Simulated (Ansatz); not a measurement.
# LiCu: from a trial structure to a relaxed crystal

Method: DFT PBE, scalar-relativistic, plane waves, PAW in Ansatz. Cutoff 420 eV, Γ-centred k mesh, Gaussian smearing, no spin polarisation in the final step.

The start puts LiCu on the hexagonal BN structure type (P6_3/mmc, No. 194), with Li in place of B, Cu in place of N, at a guessed volume.

```
Li Cu
1.0
     3.06875    0.00000    0.00000
    -1.53438    2.65762    0.00000
     0.00000    0.00000    8.16360
Li Cu
2 2
Direct
  0.33333 0.66667 0.25000
  0.66667 0.33333 0.75000
  0.33333 0.66667 0.75000
  0.66667 0.33333 0.25000
```

Steps on the 6×6×2 mesh (4 atoms). 12 of 23 steps are shown, and the free energy counts from the last. Trial steps that were taken back and renewals of the plane-wave basis can be among the rows.

```csv
step,ΔF (meV/atom),V (Å³/atom),P (GPa)
1,1683.1,16.64,31.46
3,965.2,18.56,15.91
5,578.9,21.07,4.50
7,455.4,20.12,-1.53
9,329.9,17.88,-3.56
11,210.6,15.37,-1.27
13,208.6,15.05,-0.06
15,59.7,16.20,4.66
17,11.2,18.61,0.47
19,9.2,19.00,-0.01
21,0.6,19.44,0.46
23,0.0,19.80,0.08
```

A final relaxation ran on a 12×12×10 mesh. The relaxed crystal, P6_3/mmc (No. 194):

```
Li Cu
1.0
     4.28941    0.00000    0.00000
    -2.14471    3.71474    0.00000
     0.00000    0.00000    4.95287
Li Cu
2 2
Cartesian
  0.0000 2.4765 1.2382
  2.1447 1.2382 3.7147
  0.0000 2.4765 3.7147
  2.1447 1.2382 1.2382
```

```yaml
Volume_per_atom: 19.73 Å³
Density: 2.97 g/cm³
Energy_over_the_elements: 0.52 eV/atom
Gap_on_the_12×12×10_mesh: 0 eV (a metal)
```

Energies over the elements count from the elements' standard structures at the same level, with no empirical corrections.

The final run used a 12×12×10 mesh on its 4-atom cell and 0.10 eV smearing. For metals, differences of a few meV/atom aren't resolved.

Symmetry constrained the relaxation, so the result can be a saddle point.

Cost: 4 runs of about 0.9 core-minutes in all, on Intel Xeon 6975P-C (Granite Rapids) (shared hosts).